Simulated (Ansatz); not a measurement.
hcp Cd was calculated with Hartree–Fock (Ansatz, a first-principles code, plane waves, PAW).

Output (set-up and result lines):

```
Relaxation: its limit of steps is 80 (relax.max_steps)
Crystal: 2 atoms, lattice volume = 55.492 Å³
Basis set: ecut = 460 eV, 1259 PW (Γ), exchange–correlation on 48×48×96 points (8 copies of the dense FFT grid, shifted against one another)
Bands: 24, of which v1, the nominal top of the filled ones, is band 20 counted from 1 (19 counted from 0)
Symmetry: 24 space group operations
Space group: P63/mmc (ITA 194), of the structure as read, at distance tolerance 3.8e-5 Å
k-points: 76 of 864
Functional: x = pbe(κ = 0.804, μ = 0.2195149727645171), c = none, warm-up for x = 0 pbe(κ = 0.804, μ = 0.2195149727645171) + 1 exact, c = none
SCF iter   1: F=—  HF=-16369.157190 eV  |F-HF|=—  |Δ(HF+E_count)|=         —  Δρ=1.64e-2  dr2=9.65e-2
SCF iter   2: F=—  HF=-16369.124187 eV  |F-HF|=—  |Δ(HF+E_count)|=   3.30e-2  Δρ=3.50e-3  dr2=4.81e-3
  ...
SCF 1 converged in 10 iterations: F = -16369.124569 eV  dr2 = 7.26e-12
Crystal: 2 atoms, lattice volume = 55.492 Å³
Initial density: handed on by an earlier stage of this run
Functional: x = 0 pbe(κ = 0.804, μ = 0.2195149727645171) + 1 exact, c = none
  ...
Crystal: 2 atoms, lattice volume = 55.492 Å³
Crystal: 2 atoms, lattice volume = 55.492 Å³
Crystal: 2 atoms, lattice volume = 55.492 Å³
SCF 30 converged in 5 iterations: F = -16393.655830 eV  dr2 = 1.65e-11
Crystal: 2 atoms, lattice volume = 55.492 Å³
SCF 31 converged in 2 iterations: F = -16393.655830 eV  dr2 = 3.61e-13
Crystal: 2 atoms, lattice volume = 55.492 Å³
Crystal: 2 atoms, lattice volume = 55.492 Å³
Crystal: 2 atoms, lattice volume = 55.492 Å³
Crystal: 2 atoms, lattice volume = 55.492 Å³
SCF 35 converged in 5 iterations: F = -16393.655838 eV  dr2 = 1.46e-11
Crystal: 2 atoms, lattice volume = 55.492 Å³
Crystal: 2 atoms, lattice volume = 55.492 Å³
SCF iter   6: F=—  HF=-16393.655829 eV  |F-HF|=—  |Δ(HF+E_count)|=    0.00e0  Δρ=2.08e-7  dr2=2.18e-11
SCF iter   7: F=-16393.655829 eV  HF=-16393.655829 eV  |F-HF|=3.64e-12  |Δ(HF+E_count)|=  7.28e-12  Δρ=2.66e-8  dr2=2.04e-12
SCF 37 converged in 7 iterations: F = -16393.655829 eV  dr2 = 2.04e-12
Free energy (F): -16393.655829 eV
Internal energy: -16393.653991 eV  (E = F + TS)
E sigma→0 (E₀):  -16393.654910 eV
Fermi energy:    11.925661 eV
--- Forces (eV/Å), atoms counted from 1 ---
  atom   1  Cd     0.00000000     0.00000000     0.00000000
  atom   2  Cd     0.00000000    -0.00000000     0.00000000
--- Stress (GPa, compression-positive) ---
       -0.095538       0.000000       0.000000
       -0.000000      -0.095538       0.000000
        0.000000       0.000000      -0.091885
  P = ⅓ Tr σ = -0.0943 GPa (-0.943 kbar)
```

**Question.** Write an input file that could have produced this run (the log leaves some choices open).

**Answer.** One answer among several that fit: 
Ansatz 0.2 input:
```yaml
crystal:
  lattice:
    - [1.5478930057, -2.6810293305, 0.0]
    - [1.5478930057, 2.6810293305, 0.0]
    - [0.0, 0.0, 6.6858691595]
  atoms:
    - { symbol: Cd, position: [0.3333333333, 0.6666666667, 0.25] }
    - { symbol: Cd, position: [0.6666666667, 0.3333333333, 0.75] }
basis:
  ecutwfc: 460
  ecutrho_ratio: 4
  xc_grid: 2
kpoints:
  mp_grid: { grid: [12, 12, 6] }
hamiltonian:
  xc: hf
  dispersion: none
  pseudopotentials: { kind: paw }
scf:
  occupations: { method: fermi_dirac, width: 0.05 }
output:
  forces: true
  stress: true
  eigenvalues: true
relax:
  f_tol: 0.01
  escape_saddle: false
  max_steps: 80
  cell: { stress_tol: 0.05, fix: [volume] }
```

The PAW data were made under PBE.

Note: the cell is over a tenth larger than the published one (another phase or state, or a fault of the published cell, is possible).

The result took roughly 60 core-minutes.
